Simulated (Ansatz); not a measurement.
# H2O (singlet): wB97X-V, wB97M-V over a scan of the distance O1–H2, cc-pVTZ, part 2 of 2

Ansatz 0.2.0, Gaussian basis; cc-pVTZ, all electrons in the functionals. The steps go on from the part before.

### 15 wB97M-V, 0.960 Å

The input, in.yaml:

```yaml
crystal:
  periodic: [false, false, false]
  atoms:
    - {symbol: O, position_ang: [0.000000, -0.065318, 0.000000]}
    - {symbol: H, position_ang: [0.000000, 0.518410, -0.761550]}
    - {symbol: H, position_ang: [0.000000, 0.518410, 0.761550]}
basis:
  gaussian: {orbitals: cc-pVTZ}
hamiltonian: {xc: {name: wB97M-V}}
output: {forces: true, orbitals: {seedname: orbitals}}
```

On the command line:

```sh
ansatz run in.yaml --threads 1 --pin off --events-out ev --progress --plain --max-ram 2393MiB
```

What it wrote (excerpt; [...] marks lines left out):

```text
Functional definition: wB97M-V
  name "wB97M-V"
  cite "Mardirossian & Head-Gordon, J. Chem. Phys. 144, 214110 (2016) doi:10.1063/1.4952647"
  cite "Becke, J. Chem. Phys. 107, 8554 (1997) doi:10.1063/1.475007"
  cite "Vydrov & Van Voorhis, J. Chem. Phys. 133, 244103 (2010) doi:10.1063/1.3521275"
  # Of w^i u^j: cxij and so on, Table III.
[...]
  gx(w, u) = 1 - cx + cx01*u + cx10*w
  gss(w, u) = css00 + css04*u^4 + css10*w + css20*w^2 + css43*w^4*u^3
  gos(w, u) = cos00 + cos10*w + (cos20 + cos21*u)*w^2 + (cos60 + cos61*u)*w^6
[...]
      + integral(e_c_pw_mod_opposite_spin*gos(b97_w_opposite, b97_u_opposite)) + vv10(b, c)
287 factors; their error is unknown
69 factors; integrals over basis functions are off by at most 7.9e-6 eV
[...]
mean field -2079.65565570 eV, -76.4259357059 hartree, gradient 1.5e-5 eV, S^2 0.000000; 0 other end points of the search recorded, 0 dependent functions left out
[...]
reference -2079.65567768 eV, -76.4259365136 hartree; 5, 5 occupied and 53, 53 virtual orbitals, 287 factors
Total energy: -2079.65567768 eV, -76.4259365136 hartree
Atom 0 at     0.000000    -0.065318     0.000000 Å, force    -0.000000    -0.098063    -0.000000 eV/Å
Atom 1 at     0.000000     0.518410    -0.761550 Å, force     0.000000     0.049032     0.034602 eV/Å
Atom 2 at     0.000000     0.518410     0.761550 Å, force     0.000000     0.049032    -0.034602 eV/Å
Dipole moment:     0.000000     0.396020    -0.000000 e Å
```

Wall time 1.2 s (1 thread of Arm Neoverse V2, shared host).

### 16 wB97M-V, 1.055 Å

The input, in.yaml:

```yaml
crystal:
  periodic: [false, false, false]
  atoms:
    - {symbol: O, position_ang: [0.000000, -0.068568, 0.004239]}
    - {symbol: H, position_ang: [0.000000, 0.573240, -0.833083]}
    - {symbol: H, position_ang: [0.000000, 0.515160, 0.765789]}
basis:
  gaussian: {orbitals: cc-pVTZ}
hamiltonian: {xc: {name: wB97M-V}}
output: {forces: true, orbitals: {seedname: orbitals}}
```

Same command.

What it wrote (excerpt; [...] marks lines left out):

```text
Functional definition: wB97M-V
  name "wB97M-V"
  cite "Mardirossian & Head-Gordon, J. Chem. Phys. 144, 214110 (2016) doi:10.1063/1.4952647"
  cite "Becke, J. Chem. Phys. 107, 8554 (1997) doi:10.1063/1.475007"
  cite "Vydrov & Van Voorhis, J. Chem. Phys. 133, 244103 (2010) doi:10.1063/1.3521275"
  # Of w^i u^j: cxij and so on, Table III.
[...]
  gx(w, u) = 1 - cx + cx01*u + cx10*w
  gss(w, u) = css00 + css04*u^4 + css10*w + css20*w^2 + css43*w^4*u^3
  gos(w, u) = cos00 + cos10*w + (cos20 + cos21*u)*w^2 + (cos60 + cos61*u)*w^6
[...]
      + integral(e_c_pw_mod_opposite_spin*gos(b97_w_opposite, b97_u_opposite)) + vv10(b, c)
287 factors; their error is unknown
69 factors; integrals over basis functions are off by at most 8.4e-6 eV
[...]
mean field -2079.46075777 eV, -76.4187733390 hartree, gradient 4.2e-5 eV, S^2 0.000000; 0 other end points of the search recorded, 0 dependent functions left out
[...]
reference -2079.46078061 eV, -76.4187741782 hartree; 5, 5 occupied and 53, 53 virtual orbitals, 287 factors
Total energy: -2079.46078061 eV, -76.4187741782 hartree
Atom 0 at     0.000000    -0.068568     0.004239 Å, force    -0.000000     1.881139    -2.947888 eV/Å
Atom 1 at     0.000000     0.573240    -0.833083 Å, force     0.000000    -2.082395     3.032621 eV/Å
Atom 2 at     0.000000     0.515160     0.765789 Å, force    -0.000000     0.201256    -0.084732 eV/Å
Dipole moment:     0.000000     0.400042    -0.011744 e Å
```

Wall time 1.2 s (1 thread of Arm Neoverse V2, shared host).

From 0.960 Å: +0.195 eV.

### 17 wB97M-V, 1.181 Å

The input, in.yaml:

```yaml
crystal:
  periodic: [false, false, false]
  atoms:
    - {symbol: O, position_ang: [0.000000, -0.072856, 0.009834]}
    - {symbol: H, position_ang: [0.000000, 0.645603, -0.927490]}
    - {symbol: H, position_ang: [0.000000, 0.510872, 0.771384]}
basis:
  gaussian: {orbitals: cc-pVTZ}
hamiltonian: {xc: {name: wB97M-V}}
output: {forces: true, orbitals: {seedname: orbitals}}
```

Same command.

What it wrote (excerpt; [...] marks lines left out):

```text
Functional definition: wB97M-V
  name "wB97M-V"
  cite "Mardirossian & Head-Gordon, J. Chem. Phys. 144, 214110 (2016) doi:10.1063/1.4952647"
  cite "Becke, J. Chem. Phys. 107, 8554 (1997) doi:10.1063/1.475007"
  cite "Vydrov & Van Voorhis, J. Chem. Phys. 133, 244103 (2010) doi:10.1063/1.3521275"
  # Of w^i u^j: cxij and so on, Table III.
[...]
  gx(w, u) = 1 - cx + cx01*u + cx10*w
  gss(w, u) = css00 + css04*u^4 + css10*w + css20*w^2 + css43*w^4*u^3
  gos(w, u) = cos00 + cos10*w + (cos20 + cos21*u)*w^2 + (cos60 + cos61*u)*w^6
[...]
      + integral(e_c_pw_mod_opposite_spin*gos(b97_w_opposite, b97_u_opposite)) + vv10(b, c)
287 factors; their error is unknown
69 factors; integrals over basis functions are off by at most 1.0e-5 eV
[...]
mean field -2078.84062302 eV, -76.3959838072 hartree, gradient 1.1e-5 eV, S^2 0.000000; 0 other end points of the search recorded, 0 dependent functions left out
[...]
reference -2078.84064679 eV, -76.3959846807 hartree; 5, 5 occupied and 53, 53 virtual orbitals, 287 factors
Total energy: -2078.84064679 eV, -76.3959846807 hartree
Atom 0 at     0.000000    -0.072856     0.009834 Å, force    -0.000000     2.900316    -4.667434 eV/Å
Atom 1 at     0.000000     0.645603    -0.927490 Å, force     0.000000    -3.284336     4.797883 eV/Å
Atom 2 at     0.000000     0.510872     0.771384 Å, force     0.000000     0.384020    -0.130448 eV/Å
Dipole moment:     0.000000     0.404757    -0.024301 e Å
```

It took 1.3 s on 1 thread of Arm Neoverse V2, shared host.

From 0.960 Å: +0.815 eV.

### 18 wB97M-V, 1.304 Å

The input, in.yaml:

```yaml
crystal:
  periodic: [false, false, false]
  atoms:
    - {symbol: O, position_ang: [0.000000, -0.077043, 0.015296]}
    - {symbol: H, position_ang: [0.000000, 0.716243, -1.019650]}
    - {symbol: H, position_ang: [0.000000, 0.506685, 0.776846]}
basis:
  gaussian: {orbitals: cc-pVTZ}
hamiltonian: {xc: {name: wB97M-V}}
output: {orbitals: {seedname: orbitals}}
```

Same command.

What it wrote (excerpt; [...] marks lines left out):

```text
Functional definition: wB97M-V
  name "wB97M-V"
  cite "Mardirossian & Head-Gordon, J. Chem. Phys. 144, 214110 (2016) doi:10.1063/1.4952647"
  cite "Becke, J. Chem. Phys. 107, 8554 (1997) doi:10.1063/1.475007"
  cite "Vydrov & Van Voorhis, J. Chem. Phys. 133, 244103 (2010) doi:10.1063/1.3521275"
  # Of w^i u^j: cxij and so on, Table III.
[...]
  gx(w, u) = 1 - cx + cx01*u + cx10*w
  gss(w, u) = css00 + css04*u^4 + css10*w + css20*w^2 + css43*w^4*u^3
  gos(w, u) = cos00 + cos10*w + (cos20 + cos21*u)*w^2 + (cos60 + cos61*u)*w^6
[...]
      + integral(e_c_pw_mod_opposite_spin*gos(b97_w_opposite, b97_u_opposite)) + vv10(b, c)
287 factors; their error is unknown
69 factors; integrals over basis functions are off by at most 1.2e-5 eV
[...]
mean field -2078.08029627 eV, -76.3680423146 hartree, gradient 8.4e-5 eV, S^2 0.000000; 0 other end points of the search recorded, 0 dependent functions left out
reference -2078.08032073 eV, -76.3680432136 hartree; 5, 5 occupied and 53, 53 virtual orbitals, 287 factors
Total energy: -2078.08032073 eV, -76.3680432136 hartree
```

It took 1.1 s on 1 thread of Arm Neoverse V2, shared host.

From 0.960 Å: +1.575 eV.

### 19 wB97M-V, 1.551 Å

The input, in.yaml:

```yaml
crystal:
  periodic: [false, false, false]
  atoms:
    - {symbol: O, position_ang: [0.000000, -0.085450, 0.026264]}
    - {symbol: H, position_ang: [0.000000, 0.858098, -1.204718]}
    - {symbol: H, position_ang: [0.000000, 0.498278, 0.787814]}
basis:
  gaussian: {orbitals: cc-pVTZ}
magnetization: {spin_polarized: true, initial_magnetization: 0}
hamiltonian: {xc: {name: wB97M-V}}
output: {forces: true, orbitals: {seedname: orbitals}}
```

Same command.

What it wrote (excerpt; [...] marks lines left out):

```text
Functional definition: wB97M-V
  name "wB97M-V"
  cite "Mardirossian & Head-Gordon, J. Chem. Phys. 144, 214110 (2016) doi:10.1063/1.4952647"
  cite "Becke, J. Chem. Phys. 107, 8554 (1997) doi:10.1063/1.475007"
  cite "Vydrov & Van Voorhis, J. Chem. Phys. 133, 244103 (2010) doi:10.1063/1.3521275"
  # Of w^i u^j: cxij and so on, Table III.
[...]
  gx(w, u) = 1 - cx + cx01*u + cx10*w
  gss(w, u) = css00 + css04*u^4 + css10*w + css20*w^2 + css43*w^4*u^3
  gos(w, u) = cos00 + cos10*w + (cos20 + cos21*u)*w^2 + (cos60 + cos61*u)*w^6
[...]
      + integral(e_c_pw_mod_opposite_spin*gos(b97_w_opposite, b97_u_opposite)) + vv10(b, c)
287 factors; their error is unknown
69 factors; integrals over basis functions are off by at most 1.5e-5 eV
[...]
mean field -2076.53583948 eV, -76.3112845744 hartree, gradient 1.4e-5 eV, S^2 0.000000; 1 other end points of the search recorded, 0 dependent functions left out
[...]
reference -2076.53586489 eV, -76.3112855080 hartree; 5, 5 occupied and 53, 53 virtual orbitals, 287 factors
Total energy: -2076.53586489 eV, -76.3112855080 hartree
Atom 0 at     0.000000    -0.085450     0.026264 Å, force    -0.000000     2.555062    -4.808171 eV/Å
Atom 1 at     0.000000     0.858098    -1.204718 Å, force     0.000000    -3.276412     4.935473 eV/Å
Atom 2 at     0.000000     0.498278     0.787814 Å, force    -0.000000     0.721350    -0.127301 eV/Å
Dipole moment:    -0.000000     0.413647    -0.043896 e Å
```

It took 4.5 s on 1 thread of Arm Neoverse V2, shared host.

From the report: ⟨S²⟩ of the determinant 0.000 (pure singlet: 0.00).

From 0.960 Å: +3.120 eV.

### 20 wB97M-V, 1.745 Å

The input, in.yaml:

```yaml
crystal:
  periodic: [false, false, false]
  atoms:
    - {symbol: O, position_ang: [0.000000, -0.092053, 0.034879]}
    - {symbol: H, position_ang: [0.000000, 0.969515, -1.350076]}
    - {symbol: H, position_ang: [0.000000, 0.491675, 0.796429]}
basis:
  gaussian: {orbitals: cc-pVTZ}
magnetization: {spin_polarized: true, initial_magnetization: 0}
hamiltonian: {xc: {name: wB97M-V}}
output: {orbitals: {seedname: orbitals}}
```

Same command.

What it wrote (excerpt; [...] marks lines left out):

```text
Functional definition: wB97M-V
  name "wB97M-V"
  cite "Mardirossian & Head-Gordon, J. Chem. Phys. 144, 214110 (2016) doi:10.1063/1.4952647"
  cite "Becke, J. Chem. Phys. 107, 8554 (1997) doi:10.1063/1.475007"
  cite "Vydrov & Van Voorhis, J. Chem. Phys. 133, 244103 (2010) doi:10.1063/1.3521275"
  # Of w^i u^j: cxij and so on, Table III.
[...]
  gx(w, u) = 1 - cx + cx01*u + cx10*w
  gss(w, u) = css00 + css04*u^4 + css10*w + css20*w^2 + css43*w^4*u^3
  gos(w, u) = cos00 + cos10*w + (cos20 + cos21*u)*w^2 + (cos60 + cos61*u)*w^6
[...]
      + integral(e_c_pw_mod_opposite_spin*gos(b97_w_opposite, b97_u_opposite)) + vv10(b, c)
287 factors; their error is unknown
69 factors; integrals over basis functions are off by at most 3.5e-5 eV
[...]
mean field -2075.49793604 eV, -76.2731423264 hartree, gradient 8.8e-6 eV, S^2 0.204853; 4 other end points of the search recorded, 0 dependent functions left out
reference -2075.49796178 eV, -76.2731432725 hartree; 5, 5 occupied and 53, 53 virtual orbitals, 287 factors
Total energy: -2075.49796178 eV, -76.2731432725 hartree
```

Run time: 5.5 s. Hardware: 1 thread of Arm Neoverse V2, shared host.

From the report: ⟨S²⟩ of the determinant 0.205 (pure singlet: 0.00).

From 0.960 Å: +4.158 eV.

### 21 wB97M-V, 2.065 Å

The input, in.yaml:

```yaml
crystal:
  periodic: [false, false, false]
  atoms:
    - {symbol: O, position_ang: [0.000000, -0.102945, 0.049089]}
    - {symbol: H, position_ang: [0.000000, 1.153294, -1.589840]}
    - {symbol: H, position_ang: [0.000000, 0.480783, 0.810639]}
basis:
  gaussian: {orbitals: cc-pVTZ}
magnetization: {spin_polarized: true, initial_magnetization: 0}
hamiltonian: {xc: {name: wB97M-V}}
output: {orbitals: {seedname: orbitals}}
```

The command is unchanged.

What it wrote (excerpt; [...] marks lines left out):

```text
Functional definition: wB97M-V
  name "wB97M-V"
  cite "Mardirossian & Head-Gordon, J. Chem. Phys. 144, 214110 (2016) doi:10.1063/1.4952647"
  cite "Becke, J. Chem. Phys. 107, 8554 (1997) doi:10.1063/1.475007"
  cite "Vydrov & Van Voorhis, J. Chem. Phys. 133, 244103 (2010) doi:10.1063/1.3521275"
  # Of w^i u^j: cxij and so on, Table III.
[...]
  gx(w, u) = 1 - cx + cx01*u + cx10*w
  gss(w, u) = css00 + css04*u^4 + css10*w + css20*w^2 + css43*w^4*u^3
  gos(w, u) = cos00 + cos10*w + (cos20 + cos21*u)*w^2 + (cos60 + cos61*u)*w^6
[...]
      + integral(e_c_pw_mod_opposite_spin*gos(b97_w_opposite, b97_u_opposite)) + vv10(b, c)
287 factors; their error is unknown
69 factors; integrals over basis functions are off by at most 3.2e-5 eV
[...]
mean field -2074.70012757 eV, -76.2438234059 hartree, gradient 1.1e-5 eV, S^2 0.726101; 4 other end points of the search recorded, 0 dependent functions left out
reference -2074.70015354 eV, -76.2438243605 hartree; 5, 5 occupied and 53, 53 virtual orbitals, 287 factors
Total energy: -2074.70015354 eV, -76.2438243605 hartree
```

It took 8.5 s on 1 thread of Arm Neoverse V2, shared host.

From the report: ⟨S²⟩ of the determinant 0.726 (pure singlet: 0.00). The determinant is far from a pure spin state, so its energy mixes those of several spin states (harmless only where they are near-degenerate, as at dissociation).

From 0.960 Å: +4.956 eV.

### 22 wB97M-V, 2.626 Å

The input, in.yaml:

```yaml
crystal:
  periodic: [false, false, false]
  atoms:
    - {symbol: O, position_ang: [0.000000, -0.122039, 0.074000]}
    - {symbol: H, position_ang: [0.000000, 1.475483, -2.010178]}
    - {symbol: H, position_ang: [0.000000, 0.461689, 0.835550]}
basis:
  gaussian: {orbitals: cc-pVTZ}
magnetization: {spin_polarized: true, initial_magnetization: 0}
hamiltonian: {xc: {name: wB97M-V}}
output: {forces: true, orbitals: {seedname: orbitals}}
```

The command is unchanged.

What it wrote (excerpt; [...] marks lines left out):

```text
Functional definition: wB97M-V
  name "wB97M-V"
  cite "Mardirossian & Head-Gordon, J. Chem. Phys. 144, 214110 (2016) doi:10.1063/1.4952647"
  cite "Becke, J. Chem. Phys. 107, 8554 (1997) doi:10.1063/1.475007"
  cite "Vydrov & Van Voorhis, J. Chem. Phys. 133, 244103 (2010) doi:10.1063/1.3521275"
  # Of w^i u^j: cxij and so on, Table III.
[...]
  gx(w, u) = 1 - cx + cx01*u + cx10*w
  gss(w, u) = css00 + css04*u^4 + css10*w + css20*w^2 + css43*w^4*u^3
  gos(w, u) = cos00 + cos10*w + (cos20 + cos21*u)*w^2 + (cos60 + cos61*u)*w^6
[...]
      + integral(e_c_pw_mod_opposite_spin*gos(b97_w_opposite, b97_u_opposite)) + vv10(b, c)
287 factors; their error is unknown
69 factors; integrals over basis functions are off by at most 3.2e-5 eV
[...]
mean field -2074.36850415 eV, -76.2316364700 hartree, gradient 3.4e-6 eV, S^2 0.959416; 5 other end points of the search recorded, 0 dependent functions left out
[...]
reference -2074.36853182 eV, -76.2316374869 hartree; 5, 5 occupied and 53, 53 virtual orbitals, 287 factors
Total energy: -2074.36853182 eV, -76.2316374869 hartree
Atom 0 at     0.000000    -0.122039     0.074000 Å, force    -0.000000    -0.341096    -0.625922 eV/Å
Atom 1 at     0.000000     1.475483    -2.010178 Å, force    -0.000000    -0.094861     0.162105 eV/Å
Atom 2 at     0.000000     0.461689     0.835550 Å, force     0.000000     0.435957     0.463817 eV/Å
Dipole moment:    -0.000000     0.228191     0.244158 e Å
```

Wall time 10 s (1 thread of Arm Neoverse V2, shared host).

From the report: ⟨S²⟩ of the determinant 0.959 (pure singlet: 0.00). The determinant is far from a pure spin state, so its energy mixes those of several spin states (harmless only where they are near-degenerate, as at dissociation).

From 0.960 Å: +5.287 eV.

### 23 wB97M-V, 3.309 Å

The input, in.yaml:

```yaml
crystal:
  periodic: [false, false, false]
  atoms:
    - {symbol: O, position_ang: [0.000000, -0.145286, 0.104329]}
    - {symbol: H, position_ang: [0.000000, 1.867738, -2.521926]}
    - {symbol: H, position_ang: [0.000000, 0.438442, 0.865879]}
basis:
  gaussian: {orbitals: cc-pVTZ}
magnetization: {spin_polarized: true, initial_magnetization: 0}
hamiltonian: {xc: {name: wB97M-V}}
output: {orbitals: {seedname: orbitals}}
```

Launched as before.

What it wrote (excerpt; [...] marks lines left out):

```text
Functional definition: wB97M-V
  name "wB97M-V"
  cite "Mardirossian & Head-Gordon, J. Chem. Phys. 144, 214110 (2016) doi:10.1063/1.4952647"
  cite "Becke, J. Chem. Phys. 107, 8554 (1997) doi:10.1063/1.475007"
  cite "Vydrov & Van Voorhis, J. Chem. Phys. 133, 244103 (2010) doi:10.1063/1.3521275"
  # Of w^i u^j: cxij and so on, Table III.
[...]
  gx(w, u) = 1 - cx + cx01*u + cx10*w
  gss(w, u) = css00 + css04*u^4 + css10*w + css20*w^2 + css43*w^4*u^3
  gos(w, u) = cos00 + cos10*w + (cos20 + cos21*u)*w^2 + (cos60 + cos61*u)*w^6
[...]
      + integral(e_c_pw_mod_opposite_spin*gos(b97_w_opposite, b97_u_opposite)) + vv10(b, c)
287 factors; their error is unknown
69 factors; integrals over basis functions are off by at most 3.1e-5 eV
[...]
mean field -2074.32218546 eV, -76.2299342894 hartree, gradient 5.3e-6 eV, S^2 0.997942; 6 other end points of the search recorded, 0 dependent functions left out
reference -2074.32222102 eV, -76.2299355963 hartree; 5, 5 occupied and 53, 53 virtual orbitals, 287 factors
Total energy: -2074.32222102 eV, -76.2299355963 hartree
```

It took 7.5 s on 1 thread of Arm Neoverse V2, shared host.

From the report: ⟨S²⟩ of the determinant 0.998 (pure singlet: 0.00). The determinant is far from a pure spin state, so its energy mixes those of several spin states (harmless only where they are near-degenerate, as at dissociation).

From 0.960 Å: +5.333 eV.

### 24 The comparison

The yardstick is RCCSDT(Q), where the cluster series has nearly closed. It comes from earlier runs at the same points. Energies in eV, counted from 0.960 Å; blanks weren't run or aren't comparable.

```tsv
level	0.765 Å	0.884 Å	0.960 Å	1.055 Å	1.181 Å	1.304 Å	1.551 Å	1.745 Å	2.065 Å	2.626 Å	3.309 Å
RCCSDT(Q)	1.624	0.178	0.000	0.198	0.815	1.554	2.966				
wB97X-V	1.641	0.183	0.000	0.197	0.825	1.598	3.172	4.191	4.925	5.226	5.276
wB97M-V	1.625	0.180	0.000	0.195	0.815	1.575	3.120	4.158	4.956	5.287	5.333
```

Largest miss and mean time a point (RCCSDT(Q) took 17 s a point; shared hosts):

```tsv
level	largest miss (eV)	where	time a point
wB97X-V	+0.206	1.551 Å	3.8 s
wB97M-V	+0.154	1.551 Å	3.9 s
```

### 25 Results

The summary covers parts 1 to 2.

```
                                              quantity                value
span of the RCCSDT(Q) curve (points where it is known)             2.966 eV
                                 largest miss, wB97X-V  +0.206 eV (1.551 Å)
                                 largest miss, wB97M-V  +0.154 eV (1.551 Å)
```

Misses are known at 6 of 10 points at best, and only functionals with that many are ranked. Of the functionals, wB97M-V keep the smallest largest miss at the points compared (at most 0.154 eV) and wB97X-V strays most (0.206 eV, at 1.551 Å). wB97X-V, wB97M-V clearly break the spin symmetry at some points (⟨S²⟩ up to 1.00 above the pure value), so energy there is bought with a mixed spin. Functionals and the yardstick converge differently with the basis, so part of each miss in cc-pVTZ is the basis. The program flags that the yardstick's amplitudes may have other solutions at some points.
